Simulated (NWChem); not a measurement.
Molecule: trifluoromethane (CHF3); SMILES FC(F)F

```xyz
5

F      0.8921     0.8921    -0.1303
C      0.0000     0.0000     0.3350
F      0.3265    -1.2186    -0.1303
F     -1.2186     0.3265    -0.1303
H      0.0000     0.0000     1.4490
```
Atoms are numbered in this order, from 1.

Coordinates come from a PBE-D3(BJ)/def2-SVP optimisation.

### Question
List the 4 lowest vertical singlet excitations from PBE0/6-31G* (spherical d), TDA (NWChem).

### Answer
| state | energy (eV) | oscillator strength | leading excitation (squared amplitude) |
|---|---|---|---|
| S1 | 13.15 | 0.000 | HOMO−1 → LUMO (0.99) |
| S2 | 13.22 | 0.279 | HOMO → LUMO (0.96) |
| S3 | 13.30 | 0.025 | HOMO → LUMO+1 (0.85) |
| S4 | 13.30 | 0.025 | HOMO → LUMO+2 (0.85) |
